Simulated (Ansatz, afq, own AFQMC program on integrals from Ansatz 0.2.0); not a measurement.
Integrals from Ansatz 0.2.0, then the random walk in our own AFQMC program (afq).

```yaml
crystal:
  periodic: [false, false, false]
  atoms:
    - {symbol: Au, position_ang: [0.000000, 0.000000, 0.000000]}
basis:
  gaussian: {orbitals: def2-TZVPP}
total_charge: 1
magnetization: {spin_polarized: false}
correlation: {method: ccsd_t, electrons: outside_noble_gas, hamiltonian_folder: ham}
```

```sh
$ ansatz run in.yaml --threads 1 --pin off --events-out ev --progress --plain --max-ram 24576MiB --backend cuda --devices 0, --max-vram 18GiB
```

Options of the walk:

```
--method phaseless --trial cisd --walkers 4000 --populations 20 --least-time 60 --time-step 0.005 --steps-per-block 50 --equilibration-blocks 40 --max-blocks 4000 --target-error 0.00019 --factor-cut 1e-05 --seed 8918 --release-times 0.24,0.5,1,1.5 --release-step 0.02 --release-every 3 --taylor-order 6
```

Times are imaginary, in 1/Eh. The walk had a cap of 163 s. With eight or more populations the least sampling time is a fifth of least-time, and the error comes from their spread. Core potentials past Kr, no spin–orbit coupling.

Output of the walk:

```
orbitals 52  electrons 5 5  factors 396 of 396
reference energy -134.50744715 Eh
CCSD correlation -0.30007269 Eh in 8 cycles, weight of the determinant in the CISD state 0.9352
energy of the start -134.807522 Eh
 block  time / (1/Eh)  mean weight  energy / Eh
     1     0.250  1.0001  -134.808615
     2     0.500  0.9993  -134.812462
     3     0.750  1.0001  -134.814805
     4     1.000  0.9998  -134.816088
     5     1.250  1.0000  -134.816007
    10     2.500  0.9998  -134.817450
    19     4.750  1.0001  -134.817913
    29     7.250  1.0001  -134.817582
    39     9.750  1.0002  -134.817666
    49    12.250  0.9999  -134.817810
    53    13.250  1.0000  -134.817099
    59    14.750  0.9999  -134.818301
    69    17.250  1.0002  -134.817956
    73    18.250  0.9998  -134.818415
    79    19.750  0.9995  -134.817303
    89    22.250  1.0003  -134.817938
error from the spread of 20 populations
released: time / (1/Eh)  energy / Eh  error  mean overlap
  0.24  -134.817822  0.000094  0.9976
  0.50  -134.817882  0.000084  0.9999
  1.00  -134.818095  0.000147  0.9953
  1.50  -134.818100  0.000131  0.9887
energy -134.817727 +/- 0.000081 Eh
(rows thinned)
```

The run passed its tests (sampling time, drift between the halves within three errors, error under three times the target), which doesn't prove that it has relaxed.

Against this walk (error 2.2 meV) on the same determinant: CCSD(T) 12.2 meV lower, CCSDT(Q) 0.7 meV lower (within the noise). The error is statistical and leaves out the bias of the constraint. Released to 1.50 1/Eh the energy lies 10 ± 4 meV (both errors) below the phaseless value, which shows part or all of the bias of the constraint, and CCSDT(Q) lies 9.4 meV above the released value.

Cautions: constraint bias not in the error; no spin-orbit coupling; outer-core shells of the metal frozen.

The walk took 28 s on 2 threads of a server CPU with a shared H100 80 GB, shared host (the card was shared). The log's last line is the phaseless energy.

CCSDT and higher add their correlation energy to the determinant of the CCSD(T) run, since their own runs factorise the integrals more tightly (a shift of under 2 meV). A walk keeps the symmetry of its determinant, which the program's search chose and which needn't be the lowest solution, so a lower state of the same spin and another symmetry isn't excluded.
